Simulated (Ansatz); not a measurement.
# Structure relaxation of Ta2H3

Theory: Ansatz 0.2.0, DFT PBE, scalar-relativistic, plane waves, PAW. Cutoff 420 eV, Γ-centred k mesh, Gaussian smearing, no spin polarisation in the final step.

Ta2H3 was placed on the corundum structure type (R-3c, No. 167), with Ta in place of Al, H in place of O, at a guessed volume.

```yaml
crystal:
  lattice:
    - [2.55362, 1.47433, 4.64797]
    - [-2.55362, 1.47433, 4.64797]
    - [0.00000, -2.94866, 4.64797]
  atoms:
    - { symbol: Ta, position: [0.85218, 0.85218, 0.85218] }
    - { symbol: Ta, position: [0.64782, 0.64782, 0.64782] }
    - { symbol: Ta, position: [0.14782, 0.14782, 0.14782] }
    - { symbol: Ta, position: [0.35218, 0.35218, 0.35218] }
    - { symbol: H, position: [0.05625, 0.44375, 0.75000] }
    - { symbol: H, position: [0.75000, 0.05625, 0.44375] }
    - { symbol: H, position: [0.44375, 0.75000, 0.05625] }
    - { symbol: H, position: [0.94375, 0.55625, 0.25000] }
    - { symbol: H, position: [0.25000, 0.94375, 0.55625] }
    - { symbol: H, position: [0.55625, 0.25000, 0.94375] }
```

Cell and atoms relax at zero pressure; the relaxation can't lower the symmetry of the start. After a coarse first stage the cell is made exact in the group found at 0.06 Å.

Energies over the elements count from the elements' standard structures at the same level (H₂ as a molecule), with no empirical corrections.

Question: Which crystal results?

Answer: It keeps R-3c (No. 167). The result has the corundum structure. Conventional cell: a = 5.011 Å, c = 12.055 Å. Around Ta lie 6 H at 1.96–1.98 Å; H has 4 Ta at 1.96–1.98 Å and 2 H at 2.22 Å (next H at 2.48 Å).

```
Ta H
1.0
     2.50561    1.44661    4.01829
    -2.50561    1.44661    4.01829
     0.00000   -2.89323    4.01829
Ta H
4 6
Direct
  0.87510 0.87510 0.87510
  0.62490 0.62490 0.62490
  0.12490 0.12490 0.12490
  0.37510 0.37510 0.37510
  0.00594 0.49406 0.75000
  0.75000 0.00594 0.49406
  0.49406 0.75000 0.00594
  0.99406 0.50594 0.25000
  0.25000 0.99406 0.50594
  0.50594 0.25000 0.99406
```

Question: What are its volume, energy, density and gap?

Answer: The volume per atom is 8.74 Å³. The density is 13.87 g/cm³. The energy over the elements is -0.05 eV/atom. The gap on the 12×12×12 mesh is 0 eV (a metal).

The final run used a 12×12×12 mesh on its 10-atom cell and 0.10 eV smearing. For metals, differences of a few meV/atom aren't resolved. Spin–orbit coupling is left out. Symmetry constrained the relaxation, so the result can be a saddle point. The steps took roughly 5 core-minutes in all.